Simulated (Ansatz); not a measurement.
Input for Ansatz (development build ahead of 0.2.0):

```yaml
crystal:
  periodic: [false, false, false]
  atoms:
    - { symbol: C, position_ang: [0.0, 0.0, 0.0] }
    - { symbol: S, position_ang: [0.94804, 1.26405, 2.73675] }
basis:
  gaussian: { orbitals: STO-3G }
hamiltonian:
  xc: hf
correlation:
  method: fci
  frozen_orbitals: { C: 1, S: 5 }
```

The input is written out in the form of the current development build from the run's settings.

The run gave:

- Converged: yes
- Total energy: -430.35455 hartree
- State: lowest singlet root, of any spatial symmetry
